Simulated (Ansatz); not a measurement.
# CH5B: a ladder of functionals and wavefunction methods

The task here is to estimate one member of a computed series from the others.

Program: Ansatz 0.2.0, Gaussian basis. Level of theory: functionals in def2-TZVPP, the program's frozen cores in correlated methods. These are calculated values, not measurements.

Levels to be run: LDA (SPW92), PBE-D4, revPBE-D4, BLYP-D4, r2SCAN-D4, B97M-V, PBE0-D4, B3LYP-D4, r2SCANh-D4, r2SCAN0-D4, HSE06-D4, BHLYP-D4, CAM-B3LYP-D4, LC-ωPBE, ωB97X-V, ωB97M-V, B2PLYP, PBE-QIDH; CCSD(T)/def2-SVP; CCSD(T)/def2-TZVPP; CCSD(T)/def2-QZVPP; extrapolation to the limit; RPA on PBE.

### The geometry

The geometry comes from an earlier relaxation with PBE0-D4 in a triple-zeta def2 set; it is a stationary point, not always the lowest conformer.

7 atoms, charge 0, spin multiplicity 1.

Atoms are counted from 1 here; the program's logs count them from 0.

Bond lengths: B1–C2 1.548 Å, B1–H3 1.199 Å, B1–H4 1.199 Å, C2–H5 1.091 Å, C2–H6 1.105 Å, C2–H7 1.091 Å. Angles: C2–B1–H3 120.9°, C2–B1–H4 120.9°, H3–B1–H4 118.1°, B1–C2–H5 115.2°, B1–C2–H6 103.3°, B1–C2–H7 115.2°, H5–C2–H6 105.7°, H5–C2–H7 110.4°, H6–C2–H7 105.7°.

The first run:

in.yaml reads:

```yaml
crystal:
  periodic: [false, false, false]
  atoms:
    - {symbol: B, position_ang: [-0.244307, -0.850159, 0.043203]}
    - {symbol: C, position_ang: [0.145983, 0.647658, 0.009475]}
    - {symbol: H, position_ang: [0.303606, -1.612897, 0.788144]}
    - {symbol: H, position_ang: [-1.055040, -1.292671, -0.720888]}
    - {symbol: H, position_ang: [0.563848, 1.040392, 0.938142]}
    - {symbol: H, position_ang: [0.969499, 0.679929, -0.726687]}
    - {symbol: H, position_ang: [-0.622389, 1.319647, -0.376987]}
basis:
  gaussian: {orbitals: def2-TZVPP}
hamiltonian: {xc: lda}
output: {orbitals: {seedname: orbitals}}
```

Launch:

```bash
> ansatz run in.yaml --threads 2 --pin off --events-out ev --progress --plain --max-ram 32768MiB --backend cpu
```

Among the steps run: LDA; PBE-D4 (GGA); revPBE-D4 (GGA); BLYP-D4 (GGA); r2SCAN-D4 (meta-GGA); B97M-V (meta-GGA); B3LYP-D4 (hybrid); r2SCANh-D4 (hybrid); r2SCAN0-D4 (hybrid); HSE06-D4 (hybrid); BHLYP-D4 (hybrid); CAM-B3LYP-D4 (range-separated); LC-ωPBE (range-separated); ωB97X-V (range-separated); ωB97M-V (range-separated); B2PLYP (double hybrid); PBE-QIDH (double hybrid).

One table of the session follows, with a row left open; its other results are not shown here.

It belongs to the step «Frontier levels by functional». 

| functional | HOMO (eV) | gap (eV) |
| --- | --- | --- |
| LDA (SPW92) | -7.54 | 5.01 |
| PBE-D4 | -7.57 | 5.31 |
| revPBE-D4 | -7.56 | 5.41 |
| BLYP-D4 | -7.54 | 5.41 |
| r2SCAN-D4 | ? | ? |
| B97M-V | -7.96 | 6.01 |
| PBE0-D4 | -8.99 | 7.77 |
| B3LYP-D4 | -8.82 | 7.35 |
| r2SCANh-D4 | -8.41 | 6.96 |
| r2SCAN0-D4 | -9.19 | 8.25 |
| HSE06-D4 | -8.58 | 6.98 |
| BHLYP-D4 | -10.39 | 10.20 |
| CAM-B3LYP-D4 | -10.48 | 10.34 |
| LC-ωPBE | -11.87 | 12.98 |
| ωB97X-V | -11.51 | 12.51 |
| ωB97M-V | -11.33 | 12.04 |

**Question.** Estimate the row for r2SCAN-D4.

Worked estimate for «HOMO (eV)». Against the share of exact exchange, r2SCANh-D4 (0.1, -8.41), r2SCAN0-D4 (0.25, -9.19) give a slope of -5.20 per unit share; at 0 the line stands at -7.89.

The run gave: HOMO (eV): -7.89; gap (eV): 6.09. In «HOMO (eV)» the line misses by 0.00.
